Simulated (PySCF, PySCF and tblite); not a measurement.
One step of a conformer study of C2H4F2, numbered as in [F:1][CH2:2][CH2:3][F:4]: GIAO PBE0/pcSseg-1 NMR shielding, non-relativistic, gas phase (PySCF); conformer with 180°.

Torsions listed: F1–C2–C3–F4. Of a mirror pair one member is shown.

Input:

```
{"job": {"xc": "PBE0", "basis": "pcSseg-1", "kind": "nmr", "pop": true}, "charge": 0, "multiplicity": 1}
F     -1.229920    -0.836236     0.943291
C     -0.750905     0.069676     0.036508
C      0.753137    -0.067527    -0.042886
F      1.232499     0.840525    -0.947333
H     -1.204166    -0.121527    -0.950894
H     -1.024500     1.090101     0.354390
H      1.026988    -1.087111    -0.362904
H      1.205923     0.121511     0.945262
```

Launched as:

```sh
OMP_NUM_THREADS=1 python ens_run.py task.json out
```

Task: About how long does this step take on 1 thread of Arm Neoverse V1 (shared host) (rough)?

Result: About 5.8 s, peak memory 0.41 GiB, launched as `OMP_NUM_THREADS=1 python ens_run.py task.json out`, with 88 basis functions.

Output (atoms count from 0 there):

```
coarse grid: 6824 points
cycle   1  E = -277.8927315310  dE =  3.096e-01  |g| = 5.627e-01  |ddm| = 2.213e+00
cycle   2  E = -277.8525770751  dE =  4.015e-02  |g| = 7.847e-01  |ddm| = 7.036e-01
cycle   3  E = -277.9404536842  dE = -8.788e-02  |g| = 3.960e-02  |ddm| = 4.218e-01
cycle   4  E = -277.9407238885  dE = -2.702e-04  |g| = 1.271e-02  |ddm| = 2.962e-02
cycle   5  E = -277.9407607149  dE = -3.683e-05  |g| = 3.456e-03  |ddm| = 1.124e-02
cycle   6  E = -277.9407631363  dE = -2.421e-06  |g| = 1.470e-04  |ddm| = 2.440e-03
final grid: 67112 points
cycle   7  E = -277.9777413499  dE = -2.516e-05  |g| = 6.853e-03  |ddm| = 1.358e-02
cycle   8  E = -277.9777349695  dE =  6.380e-06  |g| = 9.414e-03  |ddm| = 9.025e-03
cycle   9  E = -277.9777511691  dE = -1.620e-05  |g| = 7.940e-04  |ddm| = 4.853e-03
cycle  10  E = -277.9777512769  dE = -1.078e-07  |g| = 1.433e-04  |ddm| = 6.320e-04
cycle  11  E = -277.9777512800  dE = -3.115e-09  |g| = 1.234e-05  |ddm| = 7.694e-05
cycle  12  E = -277.9777512800  dE = -2.353e-11  |g| = 7.463e-07  |ddm| = 7.324e-06
converged SCF energy = -277.9777512800

GIAO shielding tensors (ppm)
atom      isotropic    diamagn.    paramagn.     s11        s22        s33       span
  0 F      441.432     471.038     -29.606    408.982    447.346    467.968     58.986
  1 C      103.869     243.259    -139.389     71.755     77.920    161.932     90.177
  2 C      103.870     243.275    -139.405     71.755     77.921    161.933     90.178
  3 F      441.432     471.016     -29.583    408.981    447.347    467.970     58.989
  4 H       26.756      28.217      -1.461     23.732     26.728     29.807      6.075
  5 H       26.756      28.218      -1.462     23.730     26.731     29.807      6.077
  6 H       26.756      28.221      -1.465     23.732     26.729     29.807      6.075
  7 H       26.756      28.222      -1.465     23.730     26.731     29.807      6.077
```
